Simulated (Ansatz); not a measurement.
**Structure relaxation of BeSn**

Level of theory: Ansatz, DFT PBE, scalar-relativistic, plane waves, PAW. Cutoff 420 eV, Γ-centred k mesh, Gaussian smearing, no spin polarisation in the final step.

The start puts BeSn on the rock salt structure type (Fm-3m, No. 225), with Be in place of Na, Sn in place of Cl, at a guessed volume.

```yaml
crystal:
  lattice:
    - [0.00000, 2.56673, 2.56673]
    - [2.56673, 0.00000, 2.56673]
    - [2.56673, 2.56673, 0.00000]
  atoms:
    - { symbol: Be, position: [0.00000, 0.00000, 0.00000] }
    - { symbol: Sn, position: [0.50000, 0.50000, 0.50000] }
```

Cell and atoms relax at zero pressure; the relaxation can't lower the symmetry of the start. After a coarse first stage the cell is made exact in the group found at 0.06 Å.

Formation energies are uncorrected and refer to the elements' standard structures at the same level.

Q: What does it relax into?

A: It keeps Fm-3m (No. 225). The result has the rock salt structure. Conventional cell: a = 5.267 Å. Around Be lie 6 Sn at 2.63 Å; Sn has 6 Be at 2.63 Å.

```cif
data_structure
_symmetry_space_group_name_H-M 'Fm-3m'
_symmetry_Int_Tables_number 225
_cell_length_a 5.2668
_cell_length_b 5.2668
_cell_length_c 5.2668
_cell_angle_alpha 90.000
_cell_angle_beta 90.000
_cell_angle_gamma 90.000
_cell_volume 146.10
loop_
_atom_site_label
_atom_site_type_symbol
_atom_site_symmetry_multiplicity
_atom_site_Wyckoff_symbol
_atom_site_fract_x
_atom_site_fract_y
_atom_site_fract_z
_atom_site_occupancy
Be1 Be 4 a 0.00000 0.00000 0.00000 1
Sn1 Sn 4 b 0.50000 0.00000 0.00000 1
```

Q: What are its volume, energy, density and gap?

A: The volume per atom is 18.26 Å³. The density is 5.81 g/cm³, the energy over the elements is 0.52 eV/atom and the gap on the 18×18×18 mesh is 0 eV (a metal).

The final run used a 18×18×18 mesh on its 2-atom cell and 0.10 eV smearing. The k mesh leaves about 4 meV/atom of noise in metals. A structure relaxed within its symmetry needn't be a true minimum. The steps took about 20 core-seconds in all.

Cost: 3 runs of about 0.33 core-minutes in all, on AMD EPYC 7R43 (Zen 3) (shared hosts).